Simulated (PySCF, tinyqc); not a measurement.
A ladder of methods, and size consistency: correlation methods against full CI in the sto-6g basis, for HF, spin multiplicity 1. Computed by the program tinyqc with PySCF. All electrons correlated; +Q is the Davidson correction (1 - c0^2) E_corr. The last columns treat two copies 100 angstrom apart as one system. FCI is the lowest singlet.

Geometry (angstrom):
```
atom,x,y,z
F,0.0000,0.0000,0.0000
H,0.0000,0.0000,1.2960
```

RHF energy of one = -99.419002 hartree

Correlation energies (hartree):
```
method,E_corr of one,share of FCI (%),E_corr of two at 100 angstrom,two minus twice one (mhartree)
MP2,-0.040168,58.0719,-0.080336,0.0000
CISD,-0.069170,100.0000,-0.129647,8.6917
CISD+Q,-0.074112,107.1459,-0.144989,3.2356
CCSD,-0.069170,100.0000,-0.138339,0.0000
CCSD(T),-0.069170,100.0000,-0.138339,0.0000
FCI,-0.069170,100.0000,-,-
```

What does the comparison show, and why?

MP2 recovers 58 %, CISD 100.0 % and CCSD 100.0 % of the FCI value (c0^2 = 0.929 in CISD). MP2 and coupled cluster are size consistent, so their last column vanishes; CISD loses 8.69 mhartree, since a double excitation on each copy is a quadruple of the pair, and the Davidson correction leaves +3.24. With two electrons, or one virtual orbital, CISD and CCSD are exact for one copy, so +Q overshoots there. The restricted reference is unstable here: a spin-polarised solution lies 0.0088 hartree lower (PySCF), so results built on it describe a poor reference.
